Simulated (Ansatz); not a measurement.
## Worked example: vertical ionisation energy of H2CO (formaldehyde)

H2CO has 4 atoms, charge 0, and is taken as a singlet. SMILES: `C=O`. The shape is that of a PBE0-D4/def2-TZVP optimisation.

Both states at this one shape; open shells run unrestricted unless said. 1 Eh = 27.2114 eV.

```
               level  program  singlet H2CO (Eh)  doublet CH2O+ (Eh)
   revPBE/def2-TZVPP   Ansatz        -114.519940         -114.128214
        HSE06/STO-3G   Ansatz        -112.837038         -112.510101
CAM-B3LYP/def2-TZVPP   Ansatz        -114.504607         -114.104877
```

Task: Work out the vertical ionisation energy at each level.

Result: 
1. revPBE/def2-TZVPP: -114.128214 − (-114.519940) = 0.391726 Eh = 10.66 eV; against experiment -0.22 eV.
2. HSE06/STO-3G: -112.510101 − (-112.837038) = 0.326937 Eh = 8.90 eV; against experiment -1.98 eV.
3. CAM-B3LYP/def2-TZVPP: -114.104877 − (-114.504607) = 0.399730 Eh = 10.88 eV; against experiment 0.00 eV.

The measured vertical value is 10.88 eV (NIST CCCBDB). Minimal sets are far from the basis-set limit.
